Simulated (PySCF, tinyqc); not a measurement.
Inside a calculation. Method: G0W0 on RHF in the sto-3g basis, for BH, spin multiplicity 1. The lowest restricted solution is unstable here: a spin-polarised one lies 0.0068 hartree lower (PySCF). One step of it, computed by the program tinyqc.

Question. G0W0 on Hartree-Fock: HOMO. W(p,q,m) = sqrt2 sum_ia (pq|ia) (X+Y)_ia,m; Sigma_c(x) = sum_(i,m) W^2/(x - e_i + w_m) + sum_(a,m) W^2/(x - e_a - w_m); solve x = e_p + Sigma_c(x) by Newton steps; Z = 1/(1 - dSigma/dx); 1 hartree = 27.211386 eV.

orbital energies (hartree): MO1 -7.359236, MO2 -0.506798, MO3 -0.247989, MO4 0.261862, MO5 0.261862, MO6 0.504655

Two-electron integrals over orbitals (pq|rs), unique and non-zero (hartree):
```
(11|11) 2.892059    (21|11) -0.254392   (21|21) 0.036010    (22|11) 0.603184
(22|21) -0.006352   (22|22) 0.508816    (31|11) -0.190748   (31|21) 0.024251
(31|22) -0.015328   (31|31) 0.027846    (32|11) 0.127156    (32|21) -0.008627
(32|22) -0.048965   (32|31) 0.004818    (32|32) 0.103565    (33|11) 0.633276
(33|21) -0.011886   (33|22) 0.433663    (33|31) 0.003393    (33|32) 0.040429
(33|33) 0.508323    (41|41) 0.021634    (42|41) 0.021547    (42|42) 0.071674
(43|41) 0.016156    (43|42) 0.044812    (43|43) 0.050632    (44|11) 0.742005
(44|21) -0.009503   (44|22) 0.459741    (44|31) -0.006584   (44|32) 0.067911
(44|33) 0.471658    (44|44) 0.586773    (51|51) 0.021634    (52|51) 0.021547
(52|52) 0.071674    (53|51) 0.016156    (53|52) 0.044812    (53|53) 0.050632
(54|54) 0.031630    (55|11) 0.742005    (55|21) -0.009503   (55|22) 0.459741
(55|31) -0.006584   (55|32) 0.067911    (55|33) 0.471658    (55|44) 0.523513
(55|55) 0.586773    (61|11) 0.117053    (61|21) -0.019893   (61|22) -0.007679
(61|31) -0.001268   (61|32) 0.014879    (61|33) 0.017532    (61|44) 0.003847
(61|55) 0.003847    (61|61) 0.023833    (62|11) -0.172955   (62|21) 0.002679
(62|22) -0.033965   (62|31) 0.012533    (62|32) -0.044774   (62|33) -0.001366
(62|44) -0.091724   (62|55) -0.091724   (62|61) 0.009394    (62|62) 0.109539
(63|11) 0.131183    (63|21) -0.003829   (63|22) -0.024873   (63|31) 0.005494
(63|32) 0.091194    (63|33) 0.054315    (63|44) 0.068873    (63|55) 0.068873
(63|61) 0.010229    (63|62) -0.061258   (63|63) 0.107387    (64|41) -0.009337
(64|42) -0.032336   (64|43) -0.004581   (64|64) 0.028708    (65|51) -0.009337
(65|52) -0.032336   (65|53) -0.004581   (65|65) 0.028708    (66|11) 0.633690
(66|21) -0.005865   (66|22) 0.520867    (66|31) -0.015394   (66|32) -0.063018
(66|33) 0.459775    (66|44) 0.454620    (66|55) 0.454620    (66|61) -0.008850
(66|62) -0.008065   (66|63) -0.037704   (66|66) 0.569377
```

excitation energies w (hartree): 0.580149  0.580149  0.904913  0.914775  0.914775  1.239664  7.664312  7.664312  7.911436

X + Y:
```
             1          2          3          4          5          6         7         8
1>4  -0.000031  -0.004723   0.000000   0.000127  -0.011578   0.000000  0.997168  0.000000
1>5  -0.004723   0.000031   0.000000  -0.011578  -0.000127   0.000000  0.000000  0.997168
1>6   0.000000   0.000000  -0.006098   0.000000   0.000000  -0.002862  0.000000  0.000000
2>4  -0.001737  -0.264200   0.000000  -0.009748   0.892131   0.000000  0.001142  0.000000
2>5  -0.264200   0.001737   0.000000   0.892131   0.009748   0.000000  0.000000  0.001142
2>6   0.000000   0.000000   0.331871   0.000000   0.000000   0.857618  0.000000  0.000000
3>4   0.005999   0.912409   0.000000  -0.001872   0.171345   0.000000  0.000565  0.000000
3>5   0.912409  -0.005999   0.000000   0.171345   0.001872   0.000000  0.000000  0.000565
3>6   0.000000   0.000000   0.865893   0.000000   0.000000  -0.244594  0.000000  0.000000

            9
1>4  0.000000
1>5  0.000000
1>6  0.996988
2>4  0.000000
2>5  0.000000
2>6  0.000618
3>4  0.000000
3>5  0.000000
3>6  0.000496
```

Give: The 12 largest terms at x = e_p; Newton steps; quasiparticle energy of the HOMO; Hartree-Fock value.

Answer.

The 12 largest terms at x = e_p (hartree; W for the signs of X + Y given):
```
q  m       W       term
2  3   0.091      0.007
6  3   0.103     -0.006
6  6  -0.111     -0.006
2  6  -0.086   4.93e-03
3  3   0.066   4.77e-03
5  4   0.069  -3.30e-03
4  5   0.069  -3.30e-03
5  1   0.048  -2.16e-03
4  2   0.048  -2.16e-03
3  6  -0.021   3.40e-04
3  9   0.025   7.75e-05
4  7   0.023  -6.41e-05
```

Newton steps (hartree):
```
step       x  Sigma_c(x)      Z
0     -0.248      -0.006  0.970
1     -0.254      -0.006  0.970
2     -0.254      -0.006  0.970
```

quasiparticle energy of the HOMO = -6.917 eV

Hartree-Fock value = -6.748 eV
